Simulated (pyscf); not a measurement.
Optimised with ωB97X-D3(BJ)/def2-SVP in PySCF.

### Question
Estimate the classical barrier height and the reaction energy of H₃C–B(CH₃)–CH₃ (SMILES CB(C)C) + H• (SMILES [H]) → •H₂C–B(CH₃)–CH₃ (SMILES [CH2]B(C)C) + H₂ (SMILES [H][H]) at ωB97M-D3(BJ)/def2-TZVP. The step runs on the doublet surface, breaks C–H and forms H–H; take the separated reactants as zero.

### Answer
ΔE‡ = 33.4 kJ/mol, ΔE = -26.1 kJ/mol. Zero-point energy shifts the barrier by -4.8 kJ/mol. It is a hydrogen abstraction, with an imaginary mode of 1425i cm⁻¹. One saddle was located; it need not be the lowest between these sides. The angle at the transferred H is 172°.
